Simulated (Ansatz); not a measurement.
Ansatz (a program for electronic structure) input (HF/6-31G*):

Ansatz 0.2 input:
```yaml
crystal:
  periodic: [false, false, false]
  atoms:
    - {symbol: C, position_ang: [1.31248259, -0.40730475, -0.01581883]}
    - {symbol: C, position_ang: [0.21233569, 0.49170516, -0.00153984]}
    - {symbol: O, position_ang: [-1.30999238, -0.17014658, 0.01473458]}
    - {symbol: H, position_ang: [-1.90838626, 0.59467321, 0.02300549]}
    - {symbol: H, position_ang: [0.15861567, 1.11525560, 0.89952544]}
    - {symbol: H, position_ang: [0.13796085, 1.11854325, -0.89884804]}
    - {symbol: H, position_ang: [1.48189181, -0.98851779, 0.89309476]}
    - {symbol: H, position_ang: [1.46094728, -0.98518403, -0.93050226]}
basis:
  gaussian:
    orbitals: 6-31G*
hamiltonian:
  xc: {name: HF}
total_charge: -1
relax: {f_tol: 0.003, max_steps: 120}
```

From the last part of the output:

```
mean field evaluation 32: about -4173.2948 eV, gradient 4.8e-5 eV
mean field -4173.29483664 eV, -153.3657564858 hartree, gradient 4.8e-5 eV, S^2 0.000000; 0 other end points of the search recorded, 0 dependent functions left out
the calculation of the forces begins
reference -4173.29483664 eV, -153.3657564858 hartree; 13, 13 occupied and 42, 42 virtual orbitals, 637 factors
relax step   4: F+E_penalty+E_count = -4173.29483664 eV  Δ(F+E_penalty+E_count) = -3.339e-2 eV  max|allowed force component| = 8.763e-1 eV/Å  Δτ_max = 0.0795 Å  (30 SCF iters, accepted)
these checks for a lower state are left out or cut short: starts, cluster_reference, orbital_swaps, neighbouring_geometries, increment
integrals: 0.01 GiB planned
637 factors; integrals over basis functions are off by at most 3.6e-4 eV
mean field: 0.09 GiB planned
mean field -4173.31837817 eV, -153.3666216211 hartree, gradient 5.0e-5 eV, S^2 0.000000; 0 other end points of the search recorded, 0 dependent functions left out
the calculation of the forces begins
reference -4173.31837817 eV, -153.3666216211 hartree; 13, 13 occupied and 42, 42 virtual orbitals, 637 factors
relax step   5: F+E_penalty+E_count = -4173.31837817 eV  Δ(F+E_penalty+E_count) = -2.354e-2 eV  max|allowed force component| = 2.637e-1 eV/Å  Δτ_max = 0.0292 Å  (24 SCF iters, accepted)
these checks for a lower state are left out or cut short: starts, cluster_reference, orbital_swaps, neighbouring_geometries, increment
integrals: 0.01 GiB planned
637 factors; integrals over basis functions are off by at most 3.5e-4 eV
mean field: 0.09 GiB planned
mean field -4173.31641482 eV, -153.3665494693 hartree, gradient 4.9e-5 eV, S^2 0.000000; 0 other end points of the search recorded, 0 dependent functions left out
the calculation of the forces begins
reference -4173.31641482 eV, -153.3665494693 hartree; 13, 13 occupied and 42, 42 virtual orbitals, 637 factors
relax step   6: F+E_penalty+E_count = -4173.31641482 eV  Δ(F+E_penalty+E_count) = +1.963e-3 eV  max|allowed force component| = 3.669e-1 eV/Å  Δτ_max = 0.0109 Å  (24 SCF iters, rejected (line search))
these checks for a lower state are left out or cut short: starts, cluster_reference, orbital_swaps, neighbouring_geometries, increment
integrals: 0.01 GiB planned
637 factors; integrals over basis functions are off by at most 3.6e-4 eV
mean field: 0.09 GiB planned
mean field -4173.31996876 eV, -153.3666800739 hartree, gradient 4.8e-5 eV, S^2 0.000000; 0 other end points of the search recorded, 0 dependent functions left out
the calculation of the forces begins
reference -4173.31996876 eV, -153.3666800739 hartree; 13, 13 occupied and 42, 42 virtual orbitals, 637 factors
relax step   7: F+E_penalty+E_count = -4173.31996876 eV  Δ(F+E_penalty+E_count) = -1.591e-3 eV  max|allowed force component| = 3.220e-2 eV/Å  Δτ_max = 0.0053 Å  (24 SCF iters, accepted)
these checks for a lower state are left out or cut short: starts, cluster_reference, orbital_swaps, neighbouring_geometries, increment
integrals: 0.01 GiB planned
637 factors; integrals over basis functions are off by at most 3.6e-4 eV
mean field: 0.09 GiB planned
mean field -4173.32009116 eV, -153.3666845723 hartree, gradient 4.7e-5 eV, S^2 0.000000; 0 other end points of the search recorded, 0 dependent functions left out
the calculation of the forces begins
reference -4173.32009116 eV, -153.3666845723 hartree; 13, 13 occupied and 42, 42 virtual orbitals, 637 factors
relax step   8: F+E_penalty+E_count = -4173.32009116 eV  Δ(F+E_penalty+E_count) = -1.224e-4 eV  max|allowed force component| = 1.544e-2 eV/Å  Δτ_max = 0.0063 Å  (24 SCF iters, accepted)
these checks for a lower state are left out or cut short: starts, cluster_reference, orbital_swaps, neighbouring_geometries, increment
integrals: 0.01 GiB planned
637 factors; integrals over basis functions are off by at most 3.6e-4 eV
mean field: 0.09 GiB planned
mean field -4173.32011260 eV, -153.3666853600 hartree, gradient 2.9e-5 eV, S^2 0.000000; 0 other end points of the search recorded, 0 dependent functions left out
the calculation of the forces begins
reference -4173.32011260 eV, -153.3666853600 hartree; 13, 13 occupied and 42, 42 virtual orbitals, 637 factors
relax step   9: F+E_penalty+E_count = -4173.32011260 eV  Δ(F+E_penalty+E_count) = -2.143e-5 eV  max|allowed force component| = 1.060e-2 eV/Å  Δτ_max = 0.0011 Å  (17 SCF iters, accepted)
these checks for a lower state are left out or cut short: starts, cluster_reference, orbital_swaps, neighbouring_geometries, increment
integrals: 0.01 GiB planned
637 factors; integrals over basis functions are off by at most 3.6e-4 eV
mean field: 0.09 GiB planned
mean field evaluation 64: about -4173.3201 eV, gradient 1.3e-5 eV
mean field -4173.32011461 eV, -153.3666854339 hartree, gradient 1.3e-5 eV, S^2 0.000000; 0 other end points of the search recorded, 0 dependent functions left out
the calculation of the forces begins
reference -4173.32011461 eV, -153.3666854339 hartree; 13, 13 occupied and 42, 42 virtual orbitals, 637 factors
relax step  10: F+E_penalty+E_count = -4173.32011461 eV  Δ(F+E_penalty+E_count) = -2.013e-6 eV  max|allowed force component| = 1.736e-3 eV/Å  Δτ_max = 0.0003 Å  (17 SCF iters, accepted)
integrals: 0.01 GiB planned
637 factors; integrals over basis functions are off by at most 3.6e-4 eV
mean field: 0.09 GiB planned
mean field -4173.32011461 eV, -153.3666854339 hartree, gradient 1.3e-5 eV, S^2 0.000000; 1 other end points of the search recorded, 0 dependent functions left out
the calculation of the forces begins
reference -4173.32011461 eV, -153.3666854339 hartree; 13, 13 occupied and 42, 42 virtual orbitals, 637 factors
Total energy: -4173.32011461 eV, -153.3666854339 hartree
Atom 0 at     1.378293    -0.346588    -0.016464 Å, force     0.000335     0.000357    -0.000003 eV/Å
Atom 1 at     0.164259     0.499974    -0.000973 Å, force    -0.000123    -0.001736    -0.000002 eV/Å
Atom 2 at    -1.155162    -0.178763     0.012941 Å, force     0.000609     0.000920    -0.000005 eV/Å
Atom 3 at    -1.820751     0.499814     0.021826 Å, force    -0.000856     0.000019     0.000010 eV/Å
Atom 4 at     0.151724     1.154645     0.879743 Å, force     0.000298    -0.000349    -0.000101 eV/Å
Atom 5 at     0.131527     1.157860    -0.878768 Å, force     0.000300    -0.000350     0.000093 eV/Å
Atom 6 at     1.358108    -1.010571     0.864258 Å, force    -0.000285     0.000569    -0.000274 eV/Å
Atom 7 at     1.337857    -1.007347    -0.898911 Å, force    -0.000278     0.000568     0.000283 eV/Å
Dipole moment:    -0.994423     0.468472     0.012278 e Å
```

The dipole moment of an ion depends on the origin.
